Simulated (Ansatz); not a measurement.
Results of PBE in Ansatz (PAW) for hcp Cd.

Settings: plane-wave cutoff 520 eV, 16×16×10 k mesh (along the axes of the cell as run), Fermi–Dirac smearing 0.1 eV, perturbation theory, force constants from a 4×4×2 q mesh, scalar-relativistic PAW data made under PBE.

Computed at the level's own relaxed cell.

Harmonic phonon frequencies (cm⁻¹; i marks an imaginary mode):

```csv
q point,frequencies
Γ,0 0 0 31 31 85
A,25 25 25 25 53 53
```

No imaginary mode appears at these points.

Ansatz is an electronic-structure program.
